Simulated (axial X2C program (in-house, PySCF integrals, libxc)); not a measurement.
# Worked dissociation energy of AlSi: MP2, without spin–orbit coupling

Computed with an in-house relativistic program for diatomic molecules. Spin-free means the one-electron spin-free X2C Hamiltonian. Basis: Si dyall-v3z [8s7p2d1f], Al dyall-v3z [8s8p2d1f] (cores contracted in-house); Gaussian nuclei, density fitting, unrestricted open shells. Masses: Si 27.977 u, Al 26.982 u.

Molecular state: M_S = 3/2, Λ = 0 (beyond evenly filled blocks: σα, π+α, π-α).

Correlated methods: 7 electrons correlated (number of frozen shells: Si 2 s, 1 p; Al 2 s, 1 p), 141 virtual spin orbitals or spinors in MP2.

| Quantity | Value |
| --- | --- |
| E(Si) (2M_S = 2, M_L = 0) | -289.520026 hartree |
| E(Al) (2M_S = 1, M_L = 0) | -242.353968 hartree |
| E(AlSi) at Re | -531.964078 hartree |
| ωe | 383.5 cm⁻¹ |
| ωexe | 1.58 cm⁻¹ |

**Question.** Work out De and D0.

**Answer.** De = -289.520026 + (-242.353968) − (-531.964078) = 0.09008 hartree = 2.451 eV. The zero-point energy is ωe/2 − ωexe/4 = 191 cm⁻¹ = 0.024 eV, so D0 = 2.428 eV.

The state is one determinant whose occupation by symmetry is held fixed; it was picked as the lowest of a PBE0 search that is not exhaustive. Dissociation energies refer to the lowest single-determinant-based atoms at the same level and basis. Other states lie close and PBE0, whose exact exchange favours high spin, may order them wrongly; the determinant shown need not be the ground state. The nearest other spin-free determinant of the search, M_S = 1/2, Λ = 0, lies 0.26 eV up at the distance of the search.

Each atomic determinant is the lowest at this level and need not be a pure term. Totals compare only within one Hamiltonian and basis.
